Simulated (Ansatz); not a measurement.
Process, species as SMILES: C[S] (CH3-S) → [S-]C (an electron is taken up)
B3LYP-D3(BJ)/def2-TZVP geometries, fixed; electronic energies without zero-point terms; positive where energy is released.

Basis-set convergence of the adiabatic electron affinity at HF with Ansatz (an electronic-structure program). Cartesian d functions, on some or all atoms, in 6-311G**; all else is spherical. Open shells are unrestricted. No added dispersion term, no relativity. Functions are those of the species that has most. Reference: the value in aug-pcseg-3, 0.595 eV, itself unsure by roughly 0.002 eV (its mean distance from aug-cc-pV(Q+d)Z, def2-QZVPPD). Deviations are taken from unrounded values.

| basis | functions | adiabatic electron affinity (eV) | minus reference (eV) |
|---|---|---|---|
| STO-3G | 17 | -5.309 | -5.904 |
| pcseg-1 | 47 | 0.590 | -0.005 |
| 6-311G** | 63 | 0.665 | 0.070 |
| 6-311++G(2d,2p) | 92 | 0.631 | 0.037 |
| def2-TZVPPD | 139 | 0.596 | 0.001 |
| aug-cc-pV(T+d)Z | 170 | 0.599 | 0.004 |
| cc-pV(Q+d)Z | 209 | 0.496 | -0.099 |
| def2-QZVPP | 217 | 0.529 | -0.066 |
| cc-pV(5+d)Z | 356 | 0.536 | -0.058 |
